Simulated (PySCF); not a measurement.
NICS in isomers of C3H5N3.

Definitions: NICS(0) = −σiso at the ring centroid; NICS(1) = −σiso and NICS(1)zz = −σzz at ±1 Å along the ring normal z. Level: GIAO B97-2/pcSseg-2 (PySCF, non-relativistic, gas phase) on the PBE0-D3(BJ)/def2-TZVP geometries, one conformer each. Atom numbers follow the mapped SMILES.

Task: Order these rings by mean NICS(1)zz, lowest (most negative) first (ppm).
A. ring N2–C3–N4–N5–C6 in `[CH3:1][n:2]1[cH:3][n:4][n:5][cH:6]1`
B. ring N2–C3–C4–N5–N6 in `[CH3:1][n:2]1[cH:3][cH:4][n:5][n:6]1`
C. ring N2–C3–N4–C5–N6 in `[CH3:1][n:2]1[cH:3][n:4][cH:5][n:6]1`

Result: B (-34.4), C (-32.4), A (-31.4).

```tsv
SMILES	ring	NICS(0)	NICS(1)	NICS(1)zz	HOMA	rms pucker (Å)	ring atoms with four or more neighbours
Cn1ccnn1	5-membered ring with 3 N; formal bonds all aromatic	-13.2	-12.0	-34.4	0.95	0.00	0
Cn1cncn1	5-membered ring with 3 N; formal bonds all aromatic	-12.5	-11.0	-32.4	0.96	0.00	0
Cn1cnnc1	5-membered ring with 3 N; formal bonds all aromatic	-11.8	-10.8	-31.4	0.86	0.00	0
```

NICS(0) gives the same order. The isotropic NICS(1) gives the same order. HOMA uses Krygowski's 1993 parameters. NICS(1) and NICS(1)zz are means over the two faces.
